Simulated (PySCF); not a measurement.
Magnetic susceptibility: SMILES CC[C@@H]1C[C@@H]1S, C$_{5}$H$_{10}$S

Geometry (Å), atoms numbered from 1 in this order:
```xyz
16

C     1.981    0.940    0.188
C     0.471    1.030    0.031
C    -0.241   -0.186    0.567
C    -0.375   -1.429   -0.259
C    -1.598   -0.618    0.072
S    -2.429    0.198   -1.287
H     2.271    0.841    1.247
H     2.382    0.064   -0.345
H     2.481    1.835   -0.211
H     0.092    1.927    0.552
H     0.204    1.160   -1.030
H    -0.096   -0.349    1.642
H    -0.267   -2.409    0.213
H    -0.014   -1.379   -1.291
H    -2.279   -1.044    0.816
H    -2.822    1.303   -0.612
```

Theory: GIAO HF/pcSseg-1 magnetisability, rotational g tensor and spin-rotation constants, non-relativistic, gas phase (PySCF). Geometry: PBE0-D3(BJ)/def2-SVP.

(1) How diamagnetic is it, and how anisotropic?

(2) Split it along the inertial axes a, b, c into diamagnetic and paramagnetic parts about the centre of mass, with the quadrupole moment.

(3) And the rotational g tensor?

## Answers

(1) Isotropic -1419 × 10⁻³⁰ J/T², or -85.5 × 10⁻⁶ cm³/mol; principal values -1555, -1379, -1324 × 10⁻³⁰ J/T², anisotropy 209 × 10⁻³⁰ J/T² (root of half the summed squared differences of the principal values). The susceptibility is in cgs units.

(2) 
| axis | χ (10⁻⁶ cm³/mol) | diamagnetic (10⁻⁶ cm³/mol) | paramagnetic (10⁻⁶ cm³/mol) | summed x² of all electrons (Å²) | quadrupole Θ (D Å) |
| --- | --- | --- | --- | --- | --- |
| a | -83.4 | -337.9 | 254.5 | 173.5 | -6.30 |
| b | -89.9 | -844.1 | 754.1 | 54.2 | +3.93 |
| c | -83.1 | -966.0 | 882.9 | 25.4 | +2.37 |

Anisotropies 2χaa − χbb − χcc = +6.2 and 2χbb − χaa − χcc = -13.3 × 10⁻⁶ cm³/mol. Θ is traceless in Buckingham's convention.

(3) 
```tsv
axis	rotational constant (GHz)	g	nuclear part	electronic part
a	5.3866	+0.0092	0.6532	-0.6439
b	1.6426	+0.0032	0.5852	-0.5820
c	1.4117	-0.0012	0.5844	-0.5855
```
Asymmetric top; isotopes 12C, 1H, 32S; no vibrational averaging.
